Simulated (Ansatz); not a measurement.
## Relative stability

The two ends of one reaction step of Si$_{2}$H$_{8}$O, closed shell (PBE0-D4/def2-TZVP).

A:

```
atom    x (Å)    y (Å)    z (Å)
 Si1  -0.1822   1.4048  -1.1124
  O2  -0.1154   2.2086   0.3240
  H3   1.1379   0.8265  -1.4847
  H4  -1.1703   0.3172  -0.9230
  H5  -0.6240   2.2963  -2.2201
  H6   0.7129  -0.6856   1.3129
 Si7   0.0920  -1.9985   1.0042
  H8   0.4896   2.9474   0.3959
  H9   0.6641  -3.0393   1.8968
 H10   0.3706  -2.3586  -0.4096
 H11  -1.3752  -1.9188   1.2160
```

B:

Si1  (-0.212, 0.200, -1.338)
O2  (0.583, 1.298, 1.477)
H3  (1.158, 0.765, -1.484)
H4  (-0.604, -0.356, -2.664)
H5  (-1.147, 1.318, -1.035)
H6  (1.434, 1.657, 1.213)
Si7  (-0.281, -1.446, 0.327)
H8  (-0.026, 2.041, 1.453)
H9  (1.057, -1.630, 0.945)
H10  (-0.689, -2.750, -0.270)
H11  (-1.273, -1.097, 1.376)
(Å)

Ansatz 0.2.0; basis: def2-TZVPP; cores frozen in the correlated methods. B3LYP uses VWN-RPA correlation.

Problem. Which structure is lower at CCSD(T), and by how much? (To be estimated.)

Solution. The calculation gives: A, by 76.0 kJ/mol (electronic energy, against the other). By their contacts, A is a complex of SiH₄O ([OH][SiH3]) + SiH₄ and B is a complex of Si₂H₆ ([SiH3][SiH3]) + H₂O.

All methods give the same order:

| method | E(B) − E(A) (kJ/mol) |
| --- | --- |
| SPW92 | 50.9 |
| PBE-D4 | 53.2 |
| BLYP-D4 | 72.3 |
| r2SCAN-D4 | 69.3 |
| B97M-V | 69.2 |
| PBE0-D4 | 59.4 |
| B3LYP-D4 | 76.2 |
| r2SCAN0-D4 | 71.4 |
| BHLYP-D4 | 83.8 |
| CAM-B3LYP-D4 | 82.3 |
| wB97X-V | 73.8 |
| wB97M-V | 76.7 |
| B2PLYP | 82.6 |
| PBE-QIDH | 71.7 |
| RPA on PBE | 80.0 |
| HF | 103.9 |
| MP2 | 82.8 |
| CCSD | 79.5 |
| CCSD(T) | 76.0 |

The T1 diagnostic stays at or below 0.012.

Labels in which every atom is bracketed show which atoms are joined, not bond orders.

For scale, one of the runs: CCSD(T)/def2-TZVPP, 227 basis functions, launched by `ansatz run in.yaml --threads 4 --pin off --events-out ev --progress --plain --max-ram 9574MiB`. The run took 60 s on 4 CPU threads of an Intel Xeon (shared host), with 3.5 GiB of host memory at its peak.
